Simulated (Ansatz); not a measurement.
We consider hcp Re, described by BLYP in Ansatz (PAW).

Settings: plane-wave cutoff 520 eV, 24×24×12 k mesh (along the axes of the cell as run), Fermi–Dirac smearing 0.05 eV, no spin polarisation, scalar-relativistic PAW data made under PBE.

Results at a series of volumes:

```csv
V (Å³/atom),E − E_lowest (meV/atom),P (GPa)
14.905,27.14,14.53
15.215,6.54,6.87
15.526,0.00,0.01
15.836,6.03,-6.12
16.147,23.29,-11.60
```

### Question
Estimate the bulk modulus from the pressures at 15.215 and 15.836 Å³/atom, and compare it with a fit to all energies.

### Answer
B = −V dP/dV. Between V = 15.215 and 15.836 Å³/atom, dP/dV = (-6.12 − (6.87))/(15.836 − 15.215) = -20.9 GPa per Å³/atom; at the midpoint 15.526 Å³/atom this gives B ≈ 325 GPa. The third-order Birch–Murnaghan fit gives V0 = 15.527 Å³/atom, B0 = 324 GPa, B′ = 4.6, which lies within 1 % of that estimate.

Shape and atoms are relaxed at each volume.

Measured, for comparison: bulk modulus 369 GPa (zero-point energy and finite temperature contributions removed, our sources range from 369 to 381; as tabulated in doi:10.1021/acs.jctc.3c00612). Computed (rounded) less measured: bulk modulus -12 % (-12 % to -15 % over the range).

Note: the bulk modulus comes from volumes at which shape and atoms were relaxed.

Spin–orbit coupling is not included.

Computing time: about 4 core-minutes (a rough figure).

Ansatz is a quantum-chemistry and plane-wave program.
